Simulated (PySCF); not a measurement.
SCF from a fresh guess for singlet H3PS, at the PBE0 minimum. PySCF input:

```python
from pyscf import gto, scf, dft
mol = gto.M(atom='''
P      0.000000     0.837462    -0.336536
S     -0.000001    -0.948523     0.381167
H      1.083071     1.217831    -1.163174
H     -0.000101     1.917250     0.577308
H     -1.082968     1.217766    -1.163338''',
    basis={'P': 'def2-TZVP', 'S': 'def2-TZVP', 'H': 'def2-TZVP'},
    charge=0, spin=0)
mf = dft.RKS(mol, xc='PBE0')
mf.grids.atom_grid = (50, 194)
aux = {'P': 'def2-universal-JKFIT', 'S': 'def2-universal-JKFIT', 'H': 'def2-universal-JKFIT'}
mf = mf.density_fit(auxbasis=aux)
mf.conv_tol = 1e-08
mf.diis_space = 10
mf.max_cycle = 60
mf.init_guess = 'minao'
mf.verbose = 4
mf.kernel()
```

Excerpt of the output (cycles and frontier levels):

```
init E= -741.218044520161
  HOMO = -0.300046649485311  LUMO = -0.0429073433077036  gap/eV = 6.99712
cycle= 1 E= -741.056367183934  delta_E= 0.162  |g|= 0.347  |ddm|= 1.69
  HOMO = -0.194880821130453  LUMO = -0.0122826878928102  gap/eV = 4.96875
cycle= 2 E= -740.985186570705  delta_E= 0.0712  |g|= 0.587  |ddm|= 1.09
  HOMO = -0.248785593686198  LUMO = 0.00275266149916931  gap/eV = 6.84470
cycle= 3 E= -741.097876012467  delta_E= -0.113  |g|= 0.046  |ddm|= 0.691
  HOMO = -0.258670852221623  LUMO = -0.00228840130348118  gap/eV = 6.97652
cycle= 4 E= -741.09830163607  delta_E= -0.000426  |g|= 0.0236  |ddm|= 0.0552
  HOMO = -0.255695696020508  LUMO = -0.00010590784748743  gap/eV = 6.95495
cycle= 5 E= -741.098457719432  delta_E= -0.000156  |g|= 0.00267  |ddm|= 0.0206
  HOMO = -0.255968700000672  LUMO = -0.000177431476025447  gap/eV = 6.96043
cycle= 6 E= -741.098458748075  delta_E= -1.03e-06  |g|= 0.000349  |ddm|= 0.00211
  HOMO = -0.255918139780961  LUMO = -0.000164512298169939  gap/eV = 6.95941
cycle= 7 E= -741.098458782793  delta_E= -3.47e-08  |g|= 6.62e-05  |ddm|= 0.000334
  HOMO = -0.255924661086861  LUMO = -0.000172918594074645  gap/eV = 6.95936
cycle= 8 E= -741.09845878381  delta_E= -1.02e-09  |g|= 1.08e-05  |ddm|= 8.06e-05
  HOMO = -0.255921784326399  LUMO = -0.000172916738510054  gap/eV = 6.95928
Extra cycle  E= -741.098458783776  delta_E= 3.35e-11  |g|= 1.51e-05  |ddm|= 2.67e-05
converged SCF energy = -741.098458783776
```

No lower solution of this spin was found by a stability analysis within the restricted form, which does not test spin polarisation.

The search for the lowest solution, with the stability check, took 6.1 s on 2 threads of a shared Arm Neoverse N1 host, with 92 basis functions; the process peaked at 0.37 GiB.
